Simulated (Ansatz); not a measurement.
Reaction (SMILES): [CH2]Cl (CH2-Cl) → C atom + Cl atom + 2 H atom
B3LYP-D3(BJ)/def2-TZVP geometries, fixed; electronic energies without zero-point terms.
Largest species:
```
C
H 1 1.0768
H 1 1.0768 2 124.26
Cl 1 1.6978 2 117.87 3 180.00
```
Charge 0, spin multiplicity 2.

Energies in hartree at MP2 with Ansatz (a quantum-chemistry and plane-wave program); the atomisation energy is their sum with the coefficients shown, times 627.509 kcal/mol a hartree. All functions are spherical. Cores are frozen. Open shells are unrestricted. No added dispersion term, no relativity.

| species | coefficient | part | cc-pV(D+d)Z | cc-pV(T+d)Z | cc-pV(Q+d)Z |
|---|---|---|---|---|---|
| [CH2]Cl (CH2-Cl) | -1 | Hartree-Fock | -498.48864 | -498.51663 | -498.52303 |
| [CH2]Cl (CH2-Cl) | -1 | correlation | -0.25770 | -0.33711 | -0.36623 |
| C atom | +1 | Hartree-Fock | -37.68654 | -37.69157 | -37.69331 |
| C atom | +1 | correlation | -0.05176 | -0.06692 | -0.07206 |
| Cl atom | +1 | Hartree-Fock | -459.47140 | -459.48556 | -459.48916 |
| Cl atom | +1 | correlation | -0.11260 | -0.15854 | -0.17550 |
| H atom | +2 | Hartree-Fock | -0.49928 | -0.49981 | -0.49995 |

**Question.** Predict the atomisation energy in cc-pV(5+d)Z (X = 5): let each Hartree-Fock step shrink by the ratio of the last two, and fit each correlation energy at X = 3 and 4 to E + A/X^3. Compare with the run.

**Answer.** 
- [CH2]Cl (CH2-Cl): steps -0.02799 and -0.00640, ratio 0.229, so Hartree-Fock -498.52450 (run: -498.52436); A = (-0.33711 - (-0.36623))/(1/27 - 1/64) = 1.3600, correlation -0.36623 - A/64 + A/125 = -0.37660 (run: -0.37819).
- C atom: steps -0.00503 and -0.00174, ratio 0.346, so Hartree-Fock -37.69391 (run: -37.69368); A = (-0.06692 - (-0.07206))/(1/27 - 1/64) = 0.2401, correlation -0.07206 - A/64 + A/125 = -0.07389 (run: -0.07415).
- Cl atom: steps -0.01416 and -0.00360, ratio 0.254, so Hartree-Fock -459.49007 (run: -459.48973); A = (-0.15854 - (-0.17550))/(1/27 - 1/64) = 0.7921, correlation -0.17550 - A/64 + A/125 = -0.18154 (run: -0.18264).
- H atom: steps -0.00053 and -0.00014, ratio 0.264, so Hartree-Fock -0.49999 (run: -0.49999).
Predicted 289.73 kcal/mol; the run in cc-pV(5+d)Z gives 290.14, a miss of -0.41. Keeping the value in cc-pV(Q+d)Z, 288.23, would miss by -1.91. All sums are of the energies as printed.
